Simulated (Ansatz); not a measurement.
## Ansatz (development build ahead of 0.2.0) run

```yaml
crystal:
  periodic: [false, false, false]
  atoms:
    - { symbol: P, position_ang: [0.0, 0.0, 0.0] }
    - { symbol: O, position_ang: [0.0, 0.0, 1.476] }
basis:
  gaussian: { orbitals: def2-SVP }
magnetization:
  initial_magnetization: 1
hamiltonian:
  xc: hf
correlation:
  method: ccsd_t
  frozen_orbitals: { O: 1, P: 5 }
scf:
  omitted_lower_state_checks: [starts, atomic_configurations, cluster_reference, orbital_swaps, given_window_search, neighbouring_geometries, increment]
```

The input is written out in the form of the current development build from the run's settings. Correlation on restricted open-shell orbitals is semicanonical, with singles.

Results

```
Converged          : yes
Reference energy   : -415.38771 hartree
Correlation energy : -0.30835 hartree
Total energy       : -415.69606 hartree
Stability test     : minimum among restricted orbitals
```
